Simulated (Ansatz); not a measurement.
Geometry optimisation, RKS r2SCAN-D4/def2-SVP in Ansatz 0.2.0.

The input (input.yaml):

```yaml
crystal:
  periodic: [false, false, false]
  atoms:
    - { symbol: B, position_ang: [0.0, 0.0, 0.0] }
    - { symbol: H, position_ang: [0.0, 0.0, 1.54] }
    - { symbol: H, position_ang: [1.0305, 0.0, -0.595] }
    - { symbol: H, position_ang: [-1.0305, 0.0, -0.595] }
    - { symbol: Si, position_ang: [0.094, -2.1331, 0.7095] }
    - { symbol: H, position_ang: [-0.6959, -2.9783, -0.1812] }
    - { symbol: H, position_ang: [1.4817, -2.5871, 0.7061] }
    - { symbol: H, position_ang: [-0.4425, -2.2202, 2.0645] }
    - { symbol: H, position_ang: [0.0384, -0.8711, 1.6809] }
basis:
  gaussian: { orbitals: def2-SVP }
hamiltonian:
  xc: r2scan
  dispersion: d4
relax:
  f_tol: 0.15
  max_steps: 25
  restrain:
    - { distance: [0, 4], at: 3.15, k: 30.0 }
    - { distance: [8, 1], at: 1.86, k: 30.0 }
    - { distance: [0, 1], at: 1.19, k: 30.0 }
    - { distance: [8, 4], at: 1.46, k: 30.0 }
```

Run as:

```bash
$ ansatz run input.yaml --threads 1 --pin off --max-ram 2048MiB --backend cpu --events-out ev --progress --plain --runs-dir out
```

Problem. Where does it end, and by what steps?

Solution. It converged. The restraints hold the end off the free minimum; the threshold counts their pulls, which the force column leaves out. Restrained pairs: B1–Si5 (2.25 → 3.13 Å), H2–H9 (0.88 → 1.88 Å), B1–H2 (1.54 → 1.20 Å), Si5–H9 (1.59 → 1.49 Å). After 7 steps the energy has fallen by 3.084 eV (the restraints' own energy left out); H2 moved furthest, 0.86 Å.

```json
{"step": "0", "energy less start (eV)": "0.0000", "largest force component (eV/Å)": "3.422", "accepted": "yes"}
{"step": "1", "energy less start (eV)": "-0.1608", "largest force component (eV/Å)": "2.762", "accepted": "yes"}
{"step": "2", "energy less start (eV)": "-0.3429", "largest force component (eV/Å)": "2.322", "accepted": "yes"}
{"step": "3", "energy less start (eV)": "-0.8041", "largest force component (eV/Å)": "2.377", "accepted": "yes"}
{"step": "4", "energy less start (eV)": "-1.8094", "largest force component (eV/Å)": "1.778", "accepted": "yes"}
{"step": "5", "energy less start (eV)": "-2.5928", "largest force component (eV/Å)": "1.292", "accepted": "yes"}
{"step": "6", "energy less start (eV)": "-3.0012", "largest force component (eV/Å)": "0.927", "accepted": "yes"}
{"step": "7", "energy less start (eV)": "-3.0844", "largest force component (eV/Å)": "0.481", "accepted": "yes"}
```

```xyz
9
Properties=species:S:1:pos:R:3
B -0.017 0.420 0.056
H -0.016 0.790 1.193
H 1.021 0.360 -0.557
H -1.060 0.277 -0.534
Si 0.111 -2.555 1.024
H -0.709 -3.162 -0.060
H 1.531 -2.985 0.919
H -0.453 -2.869 2.367
H 0.067 -1.065 0.921
```

Run time: 7.3 s on 1 thread of AMD EPYC 9R45 96-Core Processor (Zen 5), on a shared host, peak memory 0.14 GiB.
